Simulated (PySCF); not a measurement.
First SCF of a structure search on singlet HNO, at a hand-made bent geometry. PySCF input:

```python
from pyscf import gto, scf, dft
mol = gto.M(atom='''
N      0.000000     0.000000     0.000000
O     -0.958400     0.000000     0.671100
H      0.843700     0.000000     0.590800''',
    basis={'N': 'def2-TZVP', 'O': 'def2-TZVP', 'H': 'def2-TZVP'},
    charge=0, spin=0)
mf = dft.RKS(mol, xc='PBE')
mf.grids.atom_grid = (50, 194)
aux = {'N': 'def2-universal-JKFIT', 'O': 'def2-universal-JKFIT', 'H': 'def2-universal-JKFIT'}
mf = mf.density_fit(auxbasis=aux)
mf.conv_tol = 1e-08
mf.diis_space = 10
mf.max_cycle = 60
mf.init_guess = 'minao'
mf.verbose = 4
mf.kernel()
```

Excerpt of the output (cycles and frontier levels):

```
init E= -130.68333659951
  HOMO = -0.236155206889372  LUMO = -0.158585832971418  gap/eV = 2.11077
cycle= 1 E= -130.323805667205  delta_E= 0.36  |g|= 0.619  |ddm|= 1.54
  HOMO = -0.104296407563607  LUMO = -0.0770823944531333  gap/eV = 0.74053
cycle= 2 E= -129.764281561412  delta_E= 0.56  |g|= 1.79  |ddm|= 1.66
  HOMO = -0.181479711921853  LUMO = -0.138233706627109  gap/eV = 1.17678
cycle= 3 E= -130.390088213626  delta_E= -0.626  |g|= 0.107  |ddm|=  1.3
  HOMO = -0.19771848439887  LUMO = -0.155474647310592  gap/eV = 1.14951
cycle= 4 E= -130.391766177482  delta_E= -0.00168  |g|= 0.0549  |ddm|= 0.146
  HOMO = -0.189090777739863  LUMO = -0.145806557716608  gap/eV = 1.17782
cycle= 5 E= -130.392383284182  delta_E= -0.000617  |g|= 0.0133  |ddm|= 0.0733
  HOMO = -0.190275586177648  LUMO = -0.147316606639317  gap/eV = 1.16897
cycle= 6 E= -130.392419720316  delta_E= -3.64e-05  |g|= 0.000542  |ddm|= 0.0125
  HOMO = -0.190255181477889  LUMO = -0.147312412394921  gap/eV = 1.16853
cycle= 7 E= -130.39241979005  delta_E= -6.97e-08  |g|= 0.000166  |ddm|= 0.000783
  HOMO = -0.190261067619041  LUMO = -0.147315226444479  gap/eV = 1.16862
cycle= 8 E= -130.392419796983  delta_E= -6.93e-09  |g|= 1.58e-05  |ddm|= 0.000174
  HOMO = -0.190259280117459  LUMO = -0.147312710019159  gap/eV = 1.16864
Extra cycle  E= -130.392419796807  delta_E= 1.76e-10  |g|= 3.45e-05  |ddm|= 3e-05
converged SCF energy = -130.392419796807
```

No lower solution of this spin was found by a stability analysis within the restricted form, which does not test spin polarisation.

At the minimum of this search the closed-shell solution is unstable towards spin polarisation, so a lower open-shell solution exists.

The search for the lowest solution, with the stability check, took 1.1 s on 2 threads of a shared Arm Neoverse V1 host, with 68 basis functions; the process peaked at 0.25 GiB.
